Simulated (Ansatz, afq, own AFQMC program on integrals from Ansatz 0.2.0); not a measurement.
SiH4⁻, doublet in 6-31++G**, levels against CCSDT(Q)

```xyz
5

Si    0.0000    0.0000    0.0000
H     0.8647    0.8681    0.8695
H    -0.8700   -0.8669    0.8654
H    -0.8649    0.8667   -0.8707
H     0.8702   -0.8679   -0.8642
```

Basis 6-31++G**. Noble-gas cores (and the filled d shells of Ga–Kr and In–Xe) are frozen. Ansatz 0.2.0 and our own AFQMC program on the same integrals; the CISD trial comes from CCSD amplitudes, and released means the phaseless constraint is let go. ± is one standard error of the sampling.

Determinant: UHF, the one that the program's search chose, which needn't be the lowest solution. The geometry is a PBE0/def2-TZVPD stationary point of this or a neighbouring charge and spin state.

No full CI on the walks' own integrals is used here; CCSDT(Q) serves as the reference and is uncertain by about the last step of the cluster series.

Cautions: at this level and basis the anion state lies above a neutral one.

* T1 diagnostic: 0.0145
* weight of the determinant in the CISD state: 0.920
* ⟨S²⟩ of the determinant: 0.751
* size of the correlated space: 9 electrons in 42 orbitals

Reference: CCSDT(Q), correlation energy -4.007 eV. The released energy is read at 2.40 1/Eh (meV from the phaseless value at times in 1/Eh: -0.1 ± 2.0 at 0.24, -2.9 ± 0.8 at 0.51, -3.0 ± 1.0 at 0.99, -2.8 ± 1.0 at 1.62, -3.7 ± 1.1 at 2.40).

```
         level  E − E(reference) (kcal/mol)  share of correlation (%)
            HF                        92.41                      0.00
           MP2                        19.71                     78.67
          CCSD                         2.36                     97.44
       CCSD(T)                         0.48                     99.48
         CCSDT                         0.04                     99.96
   ph-AFQMC/HF                  0.41 ± 0.40                     99.56
 ph-AFQMC/CISD                  0.07 ± 0.03                     99.92
released AFQMC                 -0.01 ± 0.02                    100.02
```

A walk keeps the symmetry of its determinant, which the program's search chose and which needn't be the lowest solution, so a lower state of the same spin and another symmetry isn't excluded. Released energies are given only where the last usable release times agree within the noise; a slower fall can still hide under it.
